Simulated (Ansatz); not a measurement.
## Worked example: correlation energy of H2B–BeH, singlet

Geometry: a point of a breathe scan, not a stationary point.

```xyz
5

B     0.0000    0.0000    1.0813
Be    0.0000    0.0000   -1.3819
H     0.0000    1.3192    1.9517
H     0.0000   -1.3192    1.9517
H     0.0000    0.0000   -3.1456
```

Basis 6-31G; Ansatz 0.2.0. Only valence electrons are correlated (noble-gas cores frozen), which leaves 8 electrons in 22 orbitals. Prefix R: restricted or restricted open-shell reference.

Full CI is exact within this basis and frozen core; it isn't the basis-set limit.

Runs differ by some tens of microhartree through their thresholds, so steps under 0.03 kcal/mol mean nothing.

```
    level  total energy (hartree)
      RHF              -40.835013
     RMP2              -40.921358
    RCCSD              -40.957221
 RCCSD(T)              -40.960377
   RCCSDT              -40.961612
RCCSDT(Q)              -40.961720
  RCCSDTQ              -40.961768
  full CI              -40.961775
```

What is the correlation energy at full CI, and what share of it do RMP2 and RCCSDT recover?

E(corr) = -40.961775 − (-40.835013) = -0.126762 hartree = -3.449 eV. RMP2: -0.086345 / -0.126762 = 68.12 %. RCCSDT: -0.126599 / -0.126762 = 99.87 %.

By how many kcal/mol does RCCSD(T) miss full CI (1 hartree = 627.509 kcal/mol), and which steps make up the rest?

-40.960377 − (-40.961775) = 0.001398 hartree = 0.88 kcal/mol. Steps: RCCSDT − RCCSD(T) = -0.77, RCCSDT(Q) − RCCSDT = -0.07, RCCSDTQ − RCCSDT(Q) = -0.03, full CI − RCCSDTQ = 0.00 kcal/mol. Differences between like states or geometries often cancel part of this.
